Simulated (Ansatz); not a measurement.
## Worked example: correlation energy of HGe–GeH⁺, doublet

Geometry: that of the HGe–GeH, triplet, kept fixed.

```yaml
atoms:
  - { symbol: Ge, position_ang: [0.0000, -0.0625, 1.2017] }
  - { symbol: Ge, position_ang: [0.0000, 0.0625, -1.2017] }
  - { symbol: H, position_ang: [0.0000, 1.4524, 1.6545] }
  - { symbol: H, position_ang: [0.0000, -1.4524, -1.6545] }
```

Basis cc-pVTZ; Ansatz 0.2.0. Only valence electrons are correlated (noble-gas cores and the filled d shells of p-block atoms frozen), which leaves 9 electrons in 86 orbitals. R marks a restricted (for open shells ROHF) determinant, U an unrestricted one. No spin–orbit coupling is included, and no scalar relativity.

Full CI isn't at hand for all of this; UCCSDT(Q) serves as the reference, and is uncertain by about the last step of the cluster series.

The cluster runs stand on a determinant 0.35 eV above the lowest UHF solution, chosen by trial CCSD; the correlation energy below is counted from it.

Runs differ by some tens of microhartree through their thresholds and, for an open shell, their frozen cores, so steps under 0.03 kcal/mol mean nothing.

| level | total energy (hartree) |
| --- | --- |
| UHF determinant under the cluster runs | -4151.629707 |
| UMP2 | -4151.803566 |
| UCCSD | -4151.838084 |
| UCCSD(T) | -4151.849419 |
| UCCSDT | -4151.851359 |
| UCCSDT(Q) | -4151.852375 |

Question: What is the correlation energy at UCCSDT(Q), and what share of it do UMP2 and UCCSD recover?

Answer: E(corr) = -4151.852375 − (-4151.629707) = -0.222668 hartree = -6.059 eV. UMP2: -0.173859 / -0.222668 = 78.08 %. UCCSD: -0.208377 / -0.222668 = 93.58 %.

Question: By how many kcal/mol does UCCSD(T) miss UCCSDT(Q) (1 hartree = 627.509 kcal/mol), and which steps make up the rest?

Answer: -4151.849419 − (-4151.852375) = 0.002956 hartree = 1.85 kcal/mol. Steps: UCCSDT − UCCSD(T) = -1.22, UCCSDT(Q) − UCCSDT = -0.64 kcal/mol. With more than one leading determinant such errors change with state and geometry, and needn't cancel in differences.
